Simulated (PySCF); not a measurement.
# ClF5: stationary points from several starts

Aim: find the stationary points of ClF5 from square pyramidal and trigonal bipyramidal starts in the singlet state, tell minima from saddle points, and describe the lowest.

The runs use PySCF 2.14.0; PBE0, basis Cl def2-SVP, F def2-SVP, no relativity, density fitting.

## Step 1: The system as given

6 atoms, charge 0, spin multiplicity 1.

Bond lengths: Cl1–F2 1.630 Å, Cl1–F3 1.630 Å, Cl1–F4 1.630 Å, Cl1–F5 1.630 Å, Cl1–F6 1.630 Å. Angles: F2–Cl1–F3 102.0°, F2–Cl1–F4 102.0°, F2–Cl1–F5 102.0°, F2–Cl1–F6 102.0°, F3–Cl1–F4 87.5°, F3–Cl1–F5 156.0°, F3–Cl1–F6 87.5°, F4–Cl1–F5 87.5°, F4–Cl1–F6 156.0°, F5–Cl1–F6 87.5°.

```xyz
6
charge 0 multiplicity 1
Cl    0.0000    0.0000   -0.0401
F     0.0000    0.0000    1.5899
F     1.5944    0.0000   -0.3790
F     0.0000    1.5944   -0.3790
F    -1.5944    0.0000   -0.3790
F     0.0000   -1.5944   -0.3790
```

## Step 2: Square pyramidal start, singlet: relaxation

One driver script runs all steps and calls PySCF; scf.py shows how it sets up the SCF of each step. The optimiser is the driver's own. Before each start the driver seeks the lowest SCF state from one or more starting densities and follows internal instabilities, so scf.py alone need not reach the same state.

The program finds C4v symmetry in the start, which this walk keeps. The walk stops when the largest gradient is under 0.0003 Eh/bohr and the energy has settled too.

scf.py

```python
from pyscf import gto, scf, dft
mol = gto.M(atom='''
Cl    -0.000000    -0.000000    -0.040113
F      0.000000     0.000000     1.589887
F      1.594400    -0.000000    -0.379013
F      0.000000     1.594400    -0.379013
F     -1.594400    -0.000000    -0.379013
F     -0.000000    -1.594400    -0.379013''',
    basis={'Cl': 'def2-SVP', 'F': 'def2-SVP'},
    charge=0, spin=0)
mf = dft.RKS(mol, xc='PBE0')
mf.grids.atom_grid = (50, 194)
aux = {'Cl': 'def2-universal-JKFIT', 'F': 'def2-universal-JKFIT'}
mf = mf.density_fit(auxbasis=aux)
mf.kernel()
```

Steps of the walk:

```tsv
step	energy (Eh)	change (kJ/mol)	largest symmetric gradient (Eh/bohr)
0	-957.720445	0.00	0.08200
1	-957.775566	-144.72	0.04239
2	-957.799858	-208.50	0.03617
3	-957.809979	-235.07	0.02697
4	-957.816966	-253.41	0.01671
5	-957.818206	-256.67	0.00885
6	-957.818304	-256.93	0.00100
7	-957.818306	-256.93	0.00011
```

The walk took 8.5 s on 4 threads, shared host.

It settles in C4v symmetry, 256.9 kJ/mol below the start, after 7 steps: Cl–F 1.640 Å, Cl–F 1.683 Å (×4); F–Cl–F 85.5° (×4), F–Cl–F 89.6° (×4), F–Cl–F 171.0° (×2).

## Step 3: Hessian and properties

On the finer grid the gradient is checked again; gradients at displacements of ±0.01 bohr then give force constants and infrared intensities.

scf.py: that of step 2 with these lines changed.

```diff
@@ -3,6 +3,6 @@
-Cl    -0.000000    -0.000000    -0.040113
-F      0.000000     0.000000     1.589887
-F      1.594400    -0.000000    -0.379013
-F      0.000000     1.594400    -0.379013
-F     -1.594400    -0.000000    -0.379013
-F     -0.000000    -1.594400    -0.379013''',
+Cl    -0.000000     0.000000    -0.317831
+F      0.000000    -0.000000     1.321834
+F      1.677812    -0.000000    -0.184438
+F      0.000000     1.677812    -0.184438
+F     -1.677812     0.000000    -0.184438
+F     -0.000000    -1.677812    -0.184438''',
@@ -12 +12 @@
-mf.grids.atom_grid = (50, 194)
+mf.grids.atom_grid = (75, 302)
```

The driver hands on the density of the step before, so the log starts near convergence.

SCF at the final geometry:

```text
init E= -957.818213761432
  HOMO = -0.394561983695195  LUMO = -0.159830602881012  gap/eV = 6.38737
cycle= 1 E= -957.818213761124  delta_E= 3.09e-10  |g|= 4.85e-05  |ddm|= 5.48e-05
  HOMO = -0.39456328256805  LUMO = -0.159821179638393  gap/eV = 6.38766
cycle= 2 E= -957.818213759998  delta_E= 1.13e-09  |g|= 9.33e-05  |ddm|= 0.000102
  HOMO = -0.394561940007954  LUMO = -0.159826813939721  gap/eV = 6.38747
cycle= 3 E= -957.818213761545  delta_E= -1.55e-09  |g|= 2.33e-06  |ddm|= 6.66e-05
  HOMO = -0.394562151449286  LUMO = -0.159826984015121  gap/eV = 6.38747
cycle= 4 E= -957.818213761545  delta_E= 4.55e-13  |g|= 6.32e-07  |ddm|= 2.15e-06
  HOMO = -0.394562167594506  LUMO = -0.15982709634457  gap/eV = 6.38747
Extra cycle  E= -957.818213761552  delta_E= -6.59e-12  |g|= 1.02e-06  |ddm|= 1.04e-06
converged SCF energy = -957.818213761552
```

The whole step took 21 s.

Geometry: C4v; Cl–F 1.640 Å, Cl–F 1.683 Å (×4); F–Cl–F 85.5° (×4), F–Cl–F 89.6° (×4), F–Cl–F 170.9° (×2).

Harmonic modes (main isotopes):

```json
{"symmetry": "b1", "ω (cm⁻¹)": "274", "IR (km/mol)": "0.0", "type": "bend"}
{"symmetry": "e", "ω (cm⁻¹)": "290", "IR (km/mol)": "0.0", "type": "bend"}
{"symmetry": "b2", "ω (cm⁻¹)": "358", "IR (km/mol)": "0.0", "type": "bend"}
{"symmetry": "e", "ω (cm⁻¹)": "474", "IR (km/mol)": "0.6", "type": "bend"}
{"symmetry": "a1", "ω (cm⁻¹)": "486", "IR (km/mol)": "41.2", "type": "bend"}
{"symmetry": "b1", "ω (cm⁻¹)": "505", "IR (km/mol)": "0.0", "type": "stretch"}
{"symmetry": "a1", "ω (cm⁻¹)": "543", "IR (km/mol)": "4.8", "type": "stretch"}
{"symmetry": "a1", "ω (cm⁻¹)": "723", "IR (km/mol)": "83.2", "type": "mixed"}
{"symmetry": "e", "ω (cm⁻¹)": "785", "IR (km/mol)": "915", "type": "mixed"}
```

All wavenumbers are real: a minimum.

Properties at this point:

- Dipole moment: 0.98 D
- Highest occupied level: -10.74 eV
- Lowest empty level: -4.35 eV
- Rotational constants: 0.1152, 0.1152, 0.0788 cm⁻¹
- Zero-point energy: 35.8 kJ/mol
- Principal polarisabilities: 17.4, 30.9, 30.9 bohr³
- Atomisation energy without zero-point energy: 615 kJ/mol
- Principal traceless quadrupole moments about the centre of mass: -2.49, -2.49, 4.97 D Å
- Entropy at 298.15 K and 1 bar: 311.0 J/(mol K)
- Heat capacity Cp at 298.15 K: 96.4 J/(mol K)
- Enthalpy at 298.15 K above 0 K: 18.00 kJ/mol
- Rotational symmetry number: 4

Populations by atom (charges in e):

| atom | Mulliken | Löwdin | polar tensor | Mayer order to Cl1 |
| --- | --- | --- | --- | --- |
| Cl1 | 1.35 | 1.44 | 2.75 | – |
| F2 | -0.18 | -0.21 | -0.41 | 0.78 |
| F3,4,5,6 | -0.29 | -0.31 | -0.59 | 0.78 |

Mulliken populations on Cl1: s 5.86, p 9.27, d 0.52.

## Step 4: Relaxing the singlet from the trigonal bipyramidal start

The program finds D3h symmetry in the start, which this walk keeps.

scf.py: that of step 3 with these lines changed.

```diff
@@ -3,6 +3,6 @@
-Cl    -0.000000     0.000000    -0.317831
-F      0.000000    -0.000000     1.321834
-F      1.677812    -0.000000    -0.184438
-F      0.000000     1.677812    -0.184438
-F     -1.677812     0.000000    -0.184438
-F     -0.000000    -1.677812    -0.184438''',
+Cl     0.000000    -0.000000    -0.000000
+F      0.000000     0.000000     1.630000
+F     -0.000000    -0.000000    -1.630000
+F      1.629988     0.000011    -0.000000
+F     -0.815003     1.411605    -0.000000
+F     -0.814985    -1.411616     0.000000''',
@@ -12 +12 @@
-mf.grids.atom_grid = (75, 302)
+mf.grids.atom_grid = (50, 194)
```

Energy and gradient, step by step:

```tsv
step	energy (Eh)	change (kJ/mol)	largest symmetric gradient (Eh/bohr)
0	-957.710513	0.00	0.08707
1	-957.750390	-104.70	0.00272
2	-957.750429	-104.80	0.00096
3	-957.750435	-104.82	0.00007
```

The walk took 4.1 s.

End point (D3h, 3 steps, 104.8 kJ/mol gained): Cl–F 1.724 Å (×2), Cl–F 1.765 Å (×3); F–Cl–F 90.0° (×6), F–Cl–F 120.0° (×3), F–Cl–F 180.0°.

## Step 5: Is it a minimum? Harmonic modes

As before: finer grid, then central differences.

scf.py: that of step 4 with these lines changed.

```diff
@@ -3,6 +3,6 @@
-Cl     0.000000    -0.000000    -0.000000
-F      0.000000     0.000000     1.630000
-F     -0.000000    -0.000000    -1.630000
-F      1.629988     0.000011    -0.000000
-F     -0.815003     1.411605    -0.000000
-F     -0.814985    -1.411616     0.000000''',
+Cl    -0.000000     0.000000     0.000000
+F      0.000000     0.000000     1.723987
+F     -0.000000    -0.000000    -1.723987
+F      1.765746     0.000012    -0.000000
+F     -0.882883     1.529175     0.000000
+F     -0.882863    -1.529187     0.000000''',
@@ -12 +12 @@
-mf.grids.atom_grid = (50, 194)
+mf.grids.atom_grid = (75, 302)
```

SCF at the final geometry:

```text
init E= -957.750165087606
  HOMO = -0.362218391789419  LUMO = -0.212517578758955  gap/eV = 4.07357
cycle= 1 E= -957.750165083137  delta_E= 4.47e-09  |g|= 0.000155  |ddm|= 0.000187
  HOMO = -0.362218907020455  LUMO = -0.212518288254026  gap/eV = 4.07356
cycle= 2 E= -957.750165028886  delta_E= 5.43e-08  |g|= 0.00054  |ddm|= 0.00065
  HOMO = -0.362218826629959  LUMO = -0.212514515096415  gap/eV = 4.07366
cycle= 3 E= -957.750165087973  delta_E= -5.91e-08  |g|= 1.65e-05  |ddm|= 0.000508
  HOMO = -0.362218748130078  LUMO = -0.212515056056476  gap/eV = 4.07364
cycle= 4 E= -957.750165088024  delta_E= -5.09e-11  |g|= 4.51e-07  |ddm|= 1.17e-05
  HOMO = -0.362218646706664  LUMO = -0.212514949735335  gap/eV = 4.07365
Extra cycle  E= -957.750165088025  delta_E= -9.09e-13  |g|= 6.55e-07  |ddm|= 6.88e-07
converged SCF energy = -957.750165088025
```

The whole step took 18 s.

Geometry: D3h; Cl–F 1.724 Å (×2), Cl–F 1.766 Å (×3); F–Cl–F 90.0° (×6), F–Cl–F 120.0° (×3), F–Cl–F 180.0°.

Harmonic modes (main isotopes):

```json
{"symmetry": "e'", "ω (cm⁻¹)": "181i", "IR (km/mol)": "12.8", "μ (u)": "19.83", "type": "bend"}
{"symmetry": "e'", "ω (cm⁻¹)": "146", "IR (km/mol)": "11.2", "μ (u)": "19.15", "type": "bend"}
{"symmetry": "a2''", "ω (cm⁻¹)": "235", "IR (km/mol)": "2.8", "μ (u)": "19.89", "type": "bend"}
{"symmetry": "e''", "ω (cm⁻¹)": "263", "IR (km/mol)": "0.0", "μ (u)": "19.00", "type": "bend"}
{"symmetry": "a1'", "ω (cm⁻¹)": "441", "IR (km/mol)": "0.0", "μ (u)": "19.00", "type": "stretch"}
{"symmetry": "a1'", "ω (cm⁻¹)": "575", "IR (km/mol)": "0.0", "μ (u)": "19.00", "type": "stretch"}
{"symmetry": "e'", "ω (cm⁻¹)": "585", "IR (km/mol)": "499", "μ (u)": "26.53", "type": "mixed"}
{"symmetry": "a2''", "ω (cm⁻¹)": "753", "IR (km/mol)": "523", "μ (u)": "26.73", "type": "mixed"}
```

With 2 modes imaginary (up to 181i cm⁻¹) this point is a saddle.

Properties at this point:

| Quantity | Value |
| --- | --- |
| Dipole moment | 0.00 D |
| Highest occupied level | -9.86 eV |
| Lowest empty level | -5.78 eV |
| Rotational constants | 0.09486, 0.08354, 0.08354 cm⁻¹ |
| Zero-point energy (real modes) | 23.9 kJ/mol |
| Principal polarisabilities | 33.6, 33.6, 36.2 bohr³ |
| Atomisation energy without zero-point energy | 437 kJ/mol |
| Principal traceless quadrupole moments about the centre of mass | -2.63, 1.32, 1.32 D Å |

Charges (e) and bond orders:

```tsv
atom	Mulliken	Löwdin	polar tensor	Mayer order to Cl1
Cl1	1.40	1.52	2.55	–
F2,3	-0.30	-0.32	-0.55	0.73
F4,5,6	-0.26	-0.29	-0.48	0.71
```

Mulliken populations on Cl1: s 6.01, p 9.23, d 0.37.

## Step 6: Leaving the saddle point

The atoms are moved a little along the softest imaginary mode and relaxed again.

The program finds Cs symmetry in the start, which this walk keeps.

scf.py: that of step 5 with these lines changed.

```diff
@@ -3,6 +3,6 @@
-Cl    -0.000000     0.000000     0.000000
-F      0.000000     0.000000     1.723987
-F     -0.000000    -0.000000    -1.723987
-F      1.765746     0.000012    -0.000000
-F     -0.882883     1.529175     0.000000
-F     -0.882863    -1.529187     0.000000''',
+Cl    -0.039714     0.012127     0.000000
+F      0.005223    -0.001595     1.723987
+F      0.005223    -0.001595    -1.723987
+F      1.690995    -0.035571    -0.000000
+F     -0.839473     1.620224     0.000000
+F     -0.788868    -1.603785     0.000000''',
@@ -12 +12 @@
-mf.grids.atom_grid = (75, 302)
+mf.grids.atom_grid = (50, 194)
```

Steps of the walk:

```tsv
step	energy (Eh)	change (kJ/mol)	largest symmetric gradient (Eh/bohr)
0	-957.752140	0.00	0.00720
1	-957.756983	-12.72	0.01616
2	-957.772807	-54.26	0.02800
3	-957.793085	-107.50	0.02906
4	-957.807708	-145.89	0.04503
5	-957.817245	-170.93	0.01278
6	-957.817845	-172.51	0.01029
7	-957.818150	-173.31	0.00513
8	-957.818244	-173.56	0.00306
9	-957.818268	-173.62	0.00383
10	-957.818300	-173.71	0.00099
11	-957.818306	-173.72	0.00022
12	-957.818306	-173.72	0.00007
```

The walk took 16 s on 4 threads, shared host.

It settles in C4v symmetry, 173.7 kJ/mol below the start, after 12 steps: Cl–F 1.640 Å, Cl–F 1.683 Å (×4); F–Cl–F 85.5° (×4), F–Cl–F 89.6° (×4), F–Cl–F 171.0° (×2).

## Step 7: The points found, side by side

| spin | group | bonds | imaginary modes (cm⁻¹) | ΔE (kJ/mol) | with zero-point energy |
| --- | --- | --- | --- | --- | --- |
| singlet | C4v | Cl–F 1.640 Å, Cl–F 1.683 Å (×4) | none | 0.0 | 0.0 |
| singlet | D3h | Cl–F 1.724 Å (×2), Cl–F 1.766 Å (×3) | 181i, 181i | 178.7 | – |

## Step 8: What came out

| quantity | value |
| --- | --- |
| lowest minimum | singlet, C4v |
| geometry | Cl–F 1.640 Å, Cl–F 1.683 Å (×4); F–Cl–F 85.5° (×4), F–Cl–F 89.6° (×4), F–Cl–F 170.9° (×2) |
| wavenumbers (cm⁻¹) | 274 (b1), 290 (e), 358 (b2), 474 (e), 486 (a1), 505 (b1), 543 (a1), 723 (a1), 785 (e) |
| dipole moment | 0.98 D |
| highest occupied, lowest empty level | -10.74, -4.35 eV |
| polar-tensor charge of Cl1 | +2.75 e |
| zero-point energy | 35.8 kJ/mol |
| entropy at 298.15 K | 311.0 J/(mol K) |
| atomisation energy (no zero-point energy) | 615 kJ/mol |

What this shows: The lowest minimum found is the singlet of C4v symmetry. The strongest infrared band lies at 785 cm⁻¹ (e, mixed). A search over typed starts can miss a lower isomer.

The search up to here took 69 s.
